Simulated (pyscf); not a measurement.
Hydrogen shift: `[CH]#[C][NH2]` → `[CH2]=[C]=[NH]`

Gas phase, singlet surface, charge 0. Bonds broken: N3–H5. Bonds formed: C1–H5. Structures and frequencies: ωB97X-D3(BJ)/def2-SVP in PySCF. MP2 and CC: frozen core, UHF for open shells. ΔMP2 is the change of the MP2 total energy from the triple- to the quadruple-zeta basis.

Transition state (Å):

```xyz
6

C     -0.6326     1.0469    -0.0344
C     -1.1826    -0.0611     0.0939
N     -1.3328    -1.3835     0.0550
H     -2.1217    -1.6362    -0.5469
H     -0.2909    -0.4720    -0.6008
H     -0.2319     2.0440     0.0198
```

One imaginary mode, 1938i cm⁻¹; descent along it reached the two sides named.

| bond | change | reactant side (Å) | saddle | product side |
|---|---|---|---|---|
| N3–H5 | breaks | 1.015 | 1.532 | 3.2 |
| C1–H5 | forms | 3.1 | 1.657 | 1.092 |

Electronic energies relative to the reactant's lowest minimum found (kJ/mol):

```tsv
level	barrier	reaction energy	reverse barrier
ωB97X-D3(BJ)/def2-TZVP	342.4	-68.8	411.2
PBE/def2-TZVP	285.9	-79.6	365.5
r²SCAN/def2-TZVP	301.3	-80.4	381.7
B3LYP-D3(BJ)/def2-TZVP	323.9	-74.0	397.9
PBE0-D3(BJ)/def2-TZVP	317.0	-72.2	389.2
M06-2X/def2-TZVP	335.8	-60.7	396.5
ωB97M-D3(BJ)/def2-TZVP	337.6	-67.2	404.8
HF/def2-TZVP	412.0	-61.4	473.4
MP2/def2-QZVPP	320.9	-50.3	371.2
CCSD/def2-TZVPP	350.8	-59.8	410.5
CCSD(T)/def2-TZVPP	331.5	-62.5	394.0
CCSD(T)/def2-TZVPP + ΔMP2(QZVPP)	330.1	-59.5	389.6
```

With CCSD(T)/def2-TZVPP + ΔMP2(QZVPP) energies and thermal terms (ideal gas, 1 atm, RRHO with modes under 100 cm⁻¹ raised to 100, one conformer, R ln 2 for rigid chiral ones), in kJ/mol:

```tsv
T (K)	ΔH‡	ΔG‡	ΔH	ΔG
298	312.0	309.5	-62.5	-62.0
600	312.0	306.9	-63.5	-60.9
900	311.4	304.5	-63.7	-59.6
1200	310.5	302.3	-63.5	-58.3
```

At the saddle there is also a short C–H contact that neither side keeps, so another atom assists the step. HC≡C–NH₂ lies 175.8 kJ/mol over its isomer H₃C–C≡N, and others may lie lower still (electronic energy, ωB97M-D3(BJ)). H₂C=C=NH lies 108.6 kJ/mol over its isomer H₃C–C≡N, and others may lie lower still (electronic energy, ωB97M-D3(BJ)). One saddle was located; it need not be the lowest between these sides. The CCSD(T) − MP2 part came from Ansatz, without density fitting, on the same reference.
